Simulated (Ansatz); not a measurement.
## How far each method lies from UCCSDT(Q) for [BH2···H···OH], doublet

Geometry: a point of a hydrogen-transfer path between rigid fragments, not a stationary point.

```yaml
atoms:
  - { symbol: B, position_ang: [-1.4102, 0.0307, 0.0000] }
  - { symbol: H, position_ang: [-2.0069, 1.0643, 0.0000] }
  - { symbol: H, position_ang: [-2.0069, -1.0029, 0.0000] }
  - { symbol: H, position_ang: [0.0758, 0.0307, 0.0000] }
  - { symbol: O, position_ang: [1.1148, 0.0307, 0.0000] }
  - { symbol: H, position_ang: [1.3667, -0.9092, 0.0000] }
```

Basis cc-pVDZ; Ansatz 0.2.0. Correlated methods freeze the noble-gas cores, which leaves 13 electrons in 46 orbitals. Prefix R: restricted or restricted open-shell reference; prefix U: unrestricted. Active spaces: pair = (3e, 3o) about the gap.

Full CI isn't at hand for all of this; UCCSDT(Q) serves as the reference, and is uncertain by about the last step of the cluster series. The frozen core follows each run's orbitals, which can shift R against U totals by a few meV.

For open shells CISD is restricted-active-space CI with the open shells as a complete middle space.

The UHF ⟨S²⟩ is 0.765, the T1 diagnostic (RCCSD) is 0.0202 and the largest doubles amplitude (RCCSD) is 0.047. The T1 diagnostic (UCCSD) is 0.0148.

| level | E − E(UCCSDT(Q)) (kcal/mol) | share of correlation (%) | wall time |
| --- | --- | --- | --- |
| RHF | 202.86 | 0.00 | – |
| UHF | 199.43 | 1.69 | – |
| RMP2 | 22.28 | 89.02 | – |
| UMP2 | 23.10 | 88.61 | – |
| CISD | 19.92 | 90.18 | 3.9 s |
| RCCSD | 4.68 | 97.70 | – |
| UCCSD | 4.57 | 97.75 | – |
| RCCSD(T) | 0.86 | 99.57 | 6 s |
| UCCSD(T) | 0.87 | 99.57 | 7 s |
| BCCD(T) | 0.86 | 99.58 | 3.2 s |
| RCCSDT | 0.42 | 99.79 | – |
| UCCSDT | 0.41 | 99.80 | – |
| RCCSDT(Q) | 0.03 | 99.99 | 54 s |
| CASSCF (pair space) | 188.31 | 7.17 | – |
| NEVPT2 (pair space) | 23.25 | 88.54 | 1.1 s |
| MRCISD (pair space) | 17.68 | 91.28 | – |
| MRCISD+Q (pair space) | 2.51 | 98.76 | 1.7 s |

The correlation energy at UCCSDT(Q), counted from RHF, is -8.797 eV. That run took 46 s on 1 thread of Intel Xeon Platinum 8488C, shared host.

Times hold each run's SCF and search for its determinant on a shared host, so for small cases they say little of a method's own cost; they ran on 1 thread of Intel Xeon Platinum 8488C.
